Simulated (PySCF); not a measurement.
Atom-mapped SMILES (the numbers label the heavy atoms): `[CH3:1][C:2](=[O:3])[CH:4]([CH3:5])[CH3:6]`. Each H is labelled by its parent atom.

GIAO shifts from PySCF 2.14 on PBE0-D3(BJ)/def2-SVP geometries (one conformer, non-relativistic, equivalent nuclei averaged), against TMS at the same level and in the same medium; PCM means IEF-PCM chloroform.

Measured (solution, not stated per compound (mostly CDCl3 or CCl4); Pretsch, Buehlmann, Badertscher, Structure Determination of Organic Compounds, 4th ed. (2009)): C4 41.6, C5/C6 18.2, H(C4) 2.58, H(C5)/H(C6) 1.11 ppm.

Question: Which unscaled values do PBE0/pcSseg-1, gas; PBE0/pcSseg-1, PCM; WP04/pcSseg-1, PCM; wB97X-D/pcSseg-1, PCM give, and how close are they?

Answer: 
```json
{"atoms": "C4", "measured": "41.6", "PBE0/pcSseg-1, gas": "44.4", "PBE0/pcSseg-1, PCM": "43.0", "WP04/pcSseg-1, PCM": "45.9", "wB97X-D/pcSseg-1, PCM": "42.9"}
{"atoms": "C5/C6", "measured": "18.2", "PBE0/pcSseg-1, gas": "19.2", "PBE0/pcSseg-1, PCM": "20.1", "WP04/pcSseg-1, PCM": "21.3", "wB97X-D/pcSseg-1, PCM": "20.1"}
{"atoms": "H(C4)", "measured": "2.58", "PBE0/pcSseg-1, gas": "2.05", "PBE0/pcSseg-1, PCM": "2.45", "WP04/pcSseg-1, PCM": "2.40", "wB97X-D/pcSseg-1, PCM": "2.37"}
{"atoms": "H(C5)/H(C6)", "measured": "1.11", "PBE0/pcSseg-1, gas": "1.04", "PBE0/pcSseg-1, PCM": "1.01", "WP04/pcSseg-1, PCM": "1.05", "wB97X-D/pcSseg-1, PCM": "1.02"}
```

Mean absolute error for 13C: PBE0/pcSseg-1, gas 1.9, PBE0/pcSseg-1, PCM 1.7, WP04/pcSseg-1, PCM 3.7, wB97X-D/pcSseg-1, PCM 1.6 ppm.

Mean absolute error for 1H: PBE0/pcSseg-1, gas 0.30, PBE0/pcSseg-1, PCM 0.11, WP04/pcSseg-1, PCM 0.12, wB97X-D/pcSseg-1, PCM 0.15 ppm.
